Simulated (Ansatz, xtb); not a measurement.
**Relative energy of two isomers of CH4S2**

Structure a is `CSS`, a singlet and structure b is `SCS`, a singlet. Both are isolated molecules in the gas phase, relaxed with BLYP-D3(BJ)/def2-SVP; the shapes shown needn't be the lowest conformers.

a (Å):

```xyz
7

C     0.9218   -1.5126    1.3737
S     0.5440   -1.0750   -0.3799
S     2.4230   -0.4189   -1.0917
H    -0.0188   -1.9288    1.7883
H     1.7180   -2.2784    1.4262
H     1.2129   -0.6163    1.9539
H     2.3296    0.9014   -0.7280
```

b (Å):

```xyz
7

C    -0.3214   -0.0014    0.6042
S     0.5299   -1.6369    0.7061
S     0.6466    1.4821    1.1260
H    -1.2322   -0.1148    1.2222
H     1.5929   -1.2876   -0.0747
H     0.9463    1.0190    2.3739
H    -0.6370    0.2145   -0.4341
```

Quicker runs give these differences E(b) − E(a): GFN2-xTB +0.639 eV; HF/STO-3G +0.273 eV (at GFN2-xTB geometries); r2SCAN-D4/def2-SVP +0.155 eV (at GFN2-xTB geometries).

Task: Estimate E(b) − E(a) at the level CCSD(T)/def2-TZVP.

Result: Calculated at CCSD(T)/def2-TZVP: E(b) − E(a) = +0.236 eV, so structure a lies lower.

Level by level:

```
               level              geometry  E(b) − E(a) (eV)  departure from the last row (eV)  job, with rough time for the two
            GFN2-xTB              GFN2-xTB              +0.639                            +0.403              optimisation, 0.55 s
           HF/STO-3G              GFN2-xTB              +0.273                            +0.037               single point, 1.1 s
  r2SCAN-D4/def2-SVP              GFN2-xTB              +0.155                            −0.081               single point, 8.1 s
BLYP-D3(BJ)/def2-SVP  BLYP-D3(BJ)/def2-SVP              +0.189                            −0.048                optimisation, 48 s
        HF/def2-TZVP  BLYP-D3(BJ)/def2-SVP              +0.237                            +0.001           part of the CCSD(T) run
       MP2/def2-TZVP  BLYP-D3(BJ)/def2-SVP              +0.224                            −0.012           part of the CCSD(T) run
   CCSD(T)/def2-TZVP  BLYP-D3(BJ)/def2-SVP              +0.236                                                  single point, 68 s
```

As drawn, b has 1 C–S, 1 S–H in place of 1 S–S, 1 C–H.

The levels shown agree on the order. The largest departure from CCSD(T)/def2-TZVP is that of GFN2-xTB, 0.403 eV.

With harmonic frequencies from BLYP-D3(BJ)/def2-SVP (ideal gas, rigid rotor, one conformer each, 298.15 K, 1 atm): on the last row, ΔE + ΔZPE = +0.197, ΔH = +0.193, ΔG = +0.221 eV.

The correlated steps freeze 11 core orbitals. Programs: Ansatz 0.2.0, xtb 6.7.1; the last row on 1 thread of AMD EPYC (Zen 3) on a shared host.
